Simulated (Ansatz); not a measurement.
Energy needed to pull apart CH5FSi (SMILES FC[SiH3]), singlet, into free ground-state atoms, from the structure below (at a frame of a short PBE0-D4/def2-SVP trajectory); no zero-point or spin–orbit terms; open-shell atoms are treated unrestricted, in their ground-state multiplicity.

```xyz
8
angstrom
F -0.7199 -0.4899 -1.6987
C -0.4725 0.4115 -0.6593
Si 0.4874 -0.3600 0.7217
H -1.3558 0.9195 -0.1453
H -0.0694 1.2651 -1.3020
H 0.6767 0.6867 1.7802
H 1.8471 -0.6757 -0.0188
H -0.3472 -1.6185 1.1991
```

Computed with Ansatz 0.2.0 (basis: def2-TZVPP); correlated methods freeze the cores.

| method | atomization energy (kcal/mol) |
| --- | --- |
| PBE-D4 | 618.0 |
| r2SCAN-D4 | 612.4 |
| PBE0-D4 | ? |
| wB97M-V | 613.3 |
| HF | 451.0 |
| MP2 | 599.4 |
| CCSD | ? |
| CCSD(T) | 597.5 |

(1) What does CCSD give? (An estimate is asked for; the value comes from the calculation.)

(2) What does PBE0-D4 give? (An estimate is asked for; the value comes from the calculation.)

The T1 diagnostic stays at or below 0.012.

## Answers

(1) The calculation gives: 590.6 kcal/mol, which is about 6.9 kcal/mol less than CCSD(T)/def2-TZVPP.

(2) Computed: 608.1 kcal/mol, which is about 10.6 kcal/mol more than CCSD(T)/def2-TZVPP.

In triple zeta the MP2 and coupled-cluster atomization energies are still short of their basis limit by a few kcal/mol a bond, whereas those of the functionals are nearly converged, so these differences are not deviations from converged CCSD(T).

For scale, one of the runs: CCSD(T)/def2-TZVPP forces, 174 basis functions, launched by `ansatz run in.yaml --threads 2 --pin off --events-out ev --progress --plain --max-ram 3481MiB`. The run took 2.1 min on 2 CPU threads of an Arm Neoverse V2 (shared host), with 2.8 GiB of host memory at its peak.
